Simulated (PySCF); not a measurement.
**[NO2]+ (SMILES O=[N+]=O) at PBE0/STO-6G**

What is the vertical ionisation energy of [NO2]+ at PBE0/STO-6G? Input form: a Python script.

The calculation is run with PySCF 2.14.0.

7 further runs of the same task are left out: 7 set aside as unsound or not needed.

### 1 Starting point

[NO2]+ has 3 atoms, charge +1, and is taken as a singlet. As SMILES, `O=[N+]=O`. The shape is that of a PBE0-D4/def2-TZVP optimisation.

Bond lengths: O1–N2 1.110 Å, N2–O3 1.110 Å. Angles: O1–N2–O3 180.0°.

### 2 The energy at PBE0/STO-6G

Input file calc.py:

```python
from pyscf import gto, dft

mol = gto.M(
    atom='''
O     -1.082775     1.751814    -0.396049
N     -0.000019    -0.000019     0.000000
O      1.082794    -1.751795     0.396049
''',
    basis='sto-6g',
    spin=0,
    charge=1,
    unit='bohr',
    verbose=3,
    max_memory=1860,
)

mf = dft.RKS(mol)
mf.xc = 'pbe0'
mf.grids.level = 5
mf.conv_tol = 1e-10
mf.kernel()
if not mf.converged:
    mf = mf.newton().run(mf.mo_coeff, mf.mo_occ)

energy = mf.e_tot
print('E = %.10f Eh' % energy)
```

Started as:

```
$ OMP_NUM_THREADS=1 python calc.py
```

What it wrote:

```text
converged SCF energy = -203.656082161045
E = -203.6560821610 Eh
```

It took 1.1 s on 1 thread of AMD EPYC 9R45 (Zen 5), shared host; peak memory 0.18 GiB.

### 3 Doublet [NO2]2+ at the same level

Input file run.py:

```python
from pyscf import gto, dft

mol = gto.Mole()
mol.atom = 'O -0.572980 0.927020 -0.209580; N -0.000010 -0.000010 -0.000000; O 0.572990 -0.927010 0.209580'
mol.spin = 1
mol.max_memory = 1860
mol.verbose = 3
mol.charge = 2
mol.basis = 'sto-6g'
mol.build()

mf = dft.UKS(mol, xc='pbe0')
mf.grids.level = 5
mf.conv_tol = 1e-10
mf.kernel()
if not mf.converged:
    mf = mf.newton().run(mf.mo_coeff, mf.mo_occ)

e_final = mf.e_tot
print(f'total energy: {e_final:.8f} hartree')
```

Started as:

```
$ OMP_NUM_THREADS=1 python run.py
```

What it wrote:

```text
converged SCF energy = -202.731193739648  <S^2> = 0.78740806  2S+1 = 2.0370646
total energy: -202.73119374 hartree
```

Run time: 1.7 s. Hardware: 1 thread of AMD EPYC 9R45 (Zen 5), shared host; peak memory 0.18 GiB.

### 4 Results

At PBE0/STO-6G:

| quantity | value |
| --- | --- |
| singlet [NO2]+: total energy | -203.65608 Eh |
| singlet [NO2]+: HOMO energy | -20.62 eV |
| singlet [NO2]+: LUMO energy | -11.05 eV |
| singlet [NO2]+: HOMO–LUMO gap | 9.57 eV |
| doublet [NO2]2+: total energy | -202.73119 Eh |
| doublet [NO2]2+: HOMO energy (highest over α and β) | -33.39 eV |
| doublet [NO2]2+: LUMO energy (lowest over α and β) | -29.58 eV |
| doublet [NO2]2+: ⟨S²⟩ | 0.787 |
| vertical ionisation energy (to the doublet dication) | 25.167 eV |

The vertical ionisation energy comes to 25.17 eV (580 kcal/mol). −ε(HOMO) before ionisation, 20.62 eV, is 4.55 eV below this ionisation energy. In a minimal basis such a difference can be off by several eV, whatever the method.
